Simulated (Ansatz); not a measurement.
A made-up structure of CHSSi (charge -1), closed shell:

C1  (0.553, 0.913, 0.083)
Si2  (-0.304, -0.473, -0.041)
S3  (2.155, 0.418, 0.739)
H4  (0.463, 1.970, 0.276)
(Å)

It is relaxed with PBE-D4/def2-SVPD and then PBE0-D4/def2-TZVPD (Ansatz 0.2.0). Atoms count as bonded within 1.22 times the sum of their covalent radii (H–H: 0.88 Å). The end point is not checked to be a true minimum.

Problem. Does its bonding change? (Judge from chemistry; the calculation decides.)

Solution. By the calculation: Yes. Formed: Si2–S3; broken: none.

Where it ends: The first stage lowers the energy by 0.53 eV in 8 steps. It ends as CHSSi ([CH]1[Si][S]1), total charge -1:
C1  (0.497, 1.048, 0.201)
Si2  (-0.080, -0.546, -0.015)
S3  (2.044, 0.200, 0.676)
H4  (0.406, 2.126, 0.194)
(Å)

Labels in which every atom is bracketed show which atoms are joined, not bond orders.

For scale, one of the runs: PBE0-D4/def2-TZVPD relaxation, 135 basis functions, launched by `ansatz run in.yaml --threads 2 --pin off --events-out ev --progress --plain --max-ram 4352MiB`. Hardware: 2 CPU threads of an Arm Neoverse V1, shared host. Wall time about 19 s.
